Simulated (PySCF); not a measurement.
Magnetisability: SMILES CSCC1C=C1, C5H8S

Molfile (atoms numbered from 1):
```
C5H8S
     RDKit          3D

 14 14  0  0  0  0  0  0  0  0999 V2000
    2.1278   -0.0768   -0.3360 C   0  0  0  0  0  0  0  0  0  0  0  0
    1.5274    0.6653    1.2074 S   0  0  0  0  0  0  0  0  0  0  0  0
   -0.1800    0.0192    1.2126 C   0  0  0  0  0  0  0  0  0  0  0  0
   -1.0073    0.5605    0.0717 C   0  0  0  0  0  0  0  0  0  0  0  0
   -2.2518   -0.1616   -0.3566 C   0  0  0  0  0  0  0  0  0  0  0  0
   -1.2396   -0.2563   -1.1654 C   0  0  0  0  0  0  0  0  0  0  0  0
    3.1759    0.1887   -0.4238 H   0  0  0  0  0  0  0  0  0  0  0  0
    1.5702    0.3269   -1.1750 H   0  0  0  0  0  0  0  0  0  0  0  0
    2.0194   -1.1566   -0.2818 H   0  0  0  0  0  0  0  0  0  0  0  0
   -0.5840    0.3349    2.1757 H   0  0  0  0  0  0  0  0  0  0  0  0
   -0.1297   -1.0710    1.1851 H   0  0  0  0  0  0  0  0  0  0  0  0
   -0.9663    1.6451   -0.0035 H   0  0  0  0  0  0  0  0  0  0  0  0
   -3.2545   -0.3922   -0.0944 H   0  0  0  0  0  0  0  0  0  0  0  0
   -0.8082   -0.6266   -2.0631 H   0  0  0  0  0  0  0  0  0  0  0  0
  1  2  1  0
  2  3  1  0
  3  4  1  0
  4  5  1  0
  5  6  2  0
  6  4  1  0
  1  7  1  0
  1  8  1  0
  1  9  1  0
  3 10  1  0
  3 11  1  0
  4 12  1  0
  5 13  1  0
  6 14  1  0
M  END
```

Computed, not measured: GIAO B3LYP/pcSseg-1 magnetisability, rotational g tensor and spin-rotation constants, non-relativistic, gas phase (PySCF). Geometry: GFN2-xTB.

(1) How diamagnetic is it, and how anisotropic?

(2) Split it along the inertial axes a, b, c into diamagnetic and paramagnetic parts about the centre of mass, with the quadrupole moment.

(3) And the rotational g tensor?

## Answers

(1) Isotropic -1126 × 10⁻³⁰ J/T², or -67.8 × 10⁻⁶ cm³/mol; principal values -1263, -1090, -1025 × 10⁻³⁰ J/T², anisotropy 213 × 10⁻³⁰ J/T² (root of half the summed squared differences of the principal values). The susceptibility is in cgs units.

(2) 
```tsv
axis	χ (10⁻⁶ cm³/mol)	diamagnetic (10⁻⁶ cm³/mol)	paramagnetic (10⁻⁶ cm³/mol)	summed x² of all electrons (Å²)	quadrupole Θ (D Å)
a	-66.4	-296.7	230.3	158.7	-1.28
b	-64.2	-753.3	689.2	51.1	+4.22
c	-72.9	-890.3	817.3	18.8	-2.94
```
Anisotropies 2χaa − χbb − χcc = +4.3 and 2χbb − χaa − χcc = +11.0 × 10⁻⁶ cm³/mol. Θ is traceless in Buckingham's convention.

(3) 
```
axis  rotational constant (GHz)        g  nuclear part  electronic part
   a                     6.3768  -0.0348        0.6552          -0.6899
   b                     1.7692  -0.0142        0.5586          -0.5728
   c                     1.4819  -0.0029        0.5662          -0.5690
```
Asymmetric top; isotopes 12C, 1H, 32S; no vibrational averaging.
